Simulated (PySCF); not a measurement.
Stepwise substitution at one centre (Al Cl-SiH3). Isolated molecules, 0 K electronic values unless said otherwise. Strings in code marks are SMILES.

These are PySCF with PBE-D3(BJ)/def2-TZVP values and carry that method's errors. Delta-SCF ions had no search for a lower state. Excitations are Tamm–Dancoff values on a coarser integration grid. The basis has no diffuse functions, so Rydberg states are missing or too high.

| species | S1 excitation (TDA) (eV) | S1–T1 gap (TDA) (eV) | vertical ionisation energy (Delta-SCF) (eV) | S1 oscillator strength |
|---|---|---|---|---|
| 0 of 3 Cl replaced by SiH3 (`[Cl][Al]([Cl])[Cl]`) | 5.84 | 0.24 | … | 0.000 |
| 1 of 3 Cl replaced by SiH3 | 4.95 | 0.84 | 9.92 | 0.024 |
| 2 of 3 Cl replaced by SiH3 | 3.50 | … | 8.81 | 0.000 |
| 3 of 3 Cl replaced by SiH3 | … | 0.51 | – | 0.000 |

Problem. Complete the blanks.

Solution. 
- 0 of 3 Cl replaced by SiH3 (`[Cl][Al]([Cl])[Cl]`), vertical ionisation energy (Delta-SCF) (eV): 10.84
- 2 of 3 Cl replaced by SiH3, S1–T1 gap (TDA) (eV): 0.53
- 3 of 3 Cl replaced by SiH3, S1 excitation (TDA) (eV): 3.16
